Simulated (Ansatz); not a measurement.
Si2H4O (SMILES O=[SiH][SiH3]), closed shell: a single point displaced at random from a GFN2-xTB minimum.

Input (in.yaml):

```yaml
crystal:
  periodic: [false, false, false]
  atoms:
    - {symbol: O, position_ang: [-0.916100, -1.973800, 1.416500]}
    - {symbol: Si, position_ang: [-0.686900, -1.050400, 0.148900]}
    - {symbol: Si, position_ang: [0.504800, 0.846200, -0.057900]}
    - {symbol: H, position_ang: [-1.336900, -1.538800, -1.260300]}
    - {symbol: H, position_ang: [0.640100, 1.396400, -1.424300]}
    - {symbol: H, position_ang: [0.071800, 1.892900, 0.865000]}
    - {symbol: H, position_ang: [2.059300, 0.495600, 0.366100]}
basis:
  gaussian: {orbitals: def2-TZVPP}
hamiltonian: {xc: pbe0, dispersion: d4}
output: {forces: true, orbitals: {seedname: orbitals}}
```

An equivalent command:

```bash
ansatz run in.yaml --threads 4 --pin off --events-out ev --progress --plain
```

What Ansatz 0.2.0 printed:

```
Functional definition: PBE0
  name "PBE0"
  cite "Adamo & Barone, J. Chem. Phys. 110, 6158 (1999) doi:10.1063/1.478522"
  cite "Perdew, Burke & Ernzerhof, Phys. Rev. Lett. 77, 3865 (1996) doi:10.1103/PhysRevLett.77.3865"
  parent pbe
  parameter a = 0.25
  parameter kappa = 0.804
  parameter beta = 0.06672455060314922
  exchange = (1 - a)*pbe_x(kappa = kappa, mu = beta*pi^2/3) + a*exact_x
  correlation = pbe_c(beta = beta)
969 factors; their error is unknown
mean field evaluation 1: about -17851.0915 eV, gradient 6.4e1 eV
mean field evaluation 2: about -17724.9353 eV, gradient 2.0e2 eV
mean field evaluation 4: about -17858.7193 eV, gradient 6.4e0 eV
mean field evaluation 8: about -17858.8258 eV, gradient 2.4e-1 eV
mean field evaluation 16: about -17858.8617 eV, gradient 7.8e-5 eV
mean field -17858.86166001 eV, -656.3010608343 hartree, gradient 9.3e-6 eV, S^2 0.000000; 0 other end points of the search recorded, 0 dependent functions left out
the calculation of the forces begins
reference -17858.86169178 eV, -656.3010620016 hartree; 20, 20 occupied and 151, 151 virtual orbitals, 969 factors
Total energy: -17858.97605133 eV, -656.3052646378 hartree
Atom 0 at    -0.916100    -1.973800     1.416500 Å, force     0.607822     2.050690    -2.264021 eV/Å
Atom 1 at    -0.686900    -1.050400     0.148900 Å, force    -1.975648    -3.581448     0.624707 eV/Å
Atom 2 at     0.504800     0.846200    -0.057900 Å, force     3.171737     0.563246     0.544867 eV/Å
Atom 3 at    -1.336900    -1.538800    -1.260300 Å, force     0.694888     0.572792     1.434140 eV/Å
Atom 4 at     0.640100     1.396400    -1.424300 Å, force    -0.314007    -0.126623    -0.170890 eV/Å
Atom 5 at     0.071800     1.892900     0.865000 Å, force    -0.277591     0.257399     0.266370 eV/Å
Atom 6 at     2.059300     0.495600     0.366100 Å, force    -1.907201     0.263944    -0.435173 eV/Å
Dipole moment:     0.156895     0.623514    -0.584700 e Å
```

The run took about 1.5 s on 4 CPU threads (shared host).
